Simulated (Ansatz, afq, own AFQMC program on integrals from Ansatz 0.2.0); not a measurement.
Integrals from Ansatz 0.2.0, then the random walk in our own AFQMC program (afq).

```yaml
crystal:
  periodic: [false, false, false]
  atoms:
    - {symbol: Ge, position_ang: [0.000000, 0.094196, 0.312524]}
    - {symbol: O, position_ang: [0.000000, -0.431447, -1.399208]}
    - {symbol: H, position_ang: [0.000000, 1.449880, 1.160610]}
    - {symbol: H, position_ang: [0.000000, -1.389884, -1.473358]}
basis:
  gaussian: {orbitals: cc-pVTZ}
magnetization: {spin_polarized: false}
correlation: {method: ccsd_t, electrons: outside_noble_gas, hamiltonian_folder: ham}
```

```sh
$ ansatz run in.yaml --threads 1 --pin off --events-out ev --progress --plain --max-ram 24576MiB --backend cuda --devices 0, --max-vram 18GiB
```

afq runs on the folder ham with

```
--method phaseless --trial hf --walkers 1600 --populations 20 --least-time 40 --time-step 0.005 --steps-per-block 20 --equilibration-blocks 112 --max-blocks 4000 --target-error 0.001050 --factor-cut 1e-05 --seed 8803 --taylor-order 6
```

Times are imaginary, in 1/Eh. The walk had a cap of 95 s. With eight or more populations the least sampling time is a fifth of least-time, and the error comes from their spread. Filled inner d shells are frozen with the cores.

Output of the walk:

```
orbitals 86  electrons 6 6  factors 573 of 621
reference energy -2151.40054274 Eh
CCSD correlation -0.36634122 Eh in 14 cycles, weight of the determinant in the CISD state 0.8638
energy of the start -2151.400542 Eh
 block  time / (1/Eh)  mean weight  energy / Eh
     1     0.100  1.0018  -2151.529631
     2     0.200  1.0037  -2151.600804
     3     0.300  1.0029  -2151.647597
     4     0.400  1.0026  -2151.674146
     5     0.500  1.0025  -2151.693914
     7     0.700  1.0022  -2151.718122
     9     0.900  1.0010  -2151.727498
    20     2.000  1.0004  -2151.764900
    58     5.800  1.0001  -2151.795656
    96     9.600  0.9993  -2151.790276
   134    13.400  0.9996  -2151.788479
   172    17.200  1.0001  -2151.809389
   210    21.000  0.9998  -2151.782304
   248    24.800  0.9991  -2151.792736
   286    28.600  1.0009  -2151.788340
   324    32.400  1.0009  -2151.790069
   362    36.200  0.9998  -2151.802981
   400    40.000  1.0004  -2151.794355
   438    43.800  1.0000  -2151.785894
   476    47.600  0.9995  -2151.791673
   514    51.400  0.9990  -2151.779918
   552    55.200  0.9996  -2151.777480
   590    59.000  1.0006  -2151.789143
   628    62.800  0.9994  -2151.774716
   666    66.600  0.9999  -2151.788045
   704    70.400  0.9999  -2151.794310
   742    74.200  0.9992  -2151.788451
   761    76.100  1.0003  -2151.789839
error from the spread of 20 populations
energy -2151.788162 +/- 0.001016 Eh
(rows thinned)
```

The run passed its tests (sampling time, drift between the halves within three errors, error under three times the target), which doesn't prove that it has relaxed. The second half of the sampling lies above the first by 1.6 errors of their difference, so the energy may still be moving and its error bar be too small.

Against this walk (error 27.6 meV) on the same determinant: CCSD(T) 194.0 meV higher, CCSDT(Q) 152.7 meV higher, a separate phaseless walk with a CISD trial and standard settings 158.1 ± 28.2 meV higher. The error is statistical and leaves out the bias of the constraint. CCSDT(Q) is the surest value here, so the walk's 153 meV below it is most likely the bias of the constraint with this trial, which can have either sign.

Cautions: constraint bias not in the error; no relativity below Rb; no spin-orbit coupling; inner d shell frozen; higher spins were not checked; restricted determinant unstable towards unrestricted (UHF 212 meV lower, ⟨S²⟩ 0.57).

The walk took 39 s on 1 × NVIDIA H100 80GB HBM3 with 2 threads of AMD EPYC 7R13 Processor (Zen 3), on a shared host (the card was shared). The log's last line is the phaseless energy.

CCSDT and higher add their correlation energy to the determinant of the CCSD(T) run, since their own runs factorise the integrals more tightly (a shift of under 2 meV). A walk keeps the symmetry of its determinant, which the program's search chose and which needn't be the lowest solution, so a lower state of the same spin and another symmetry isn't excluded.
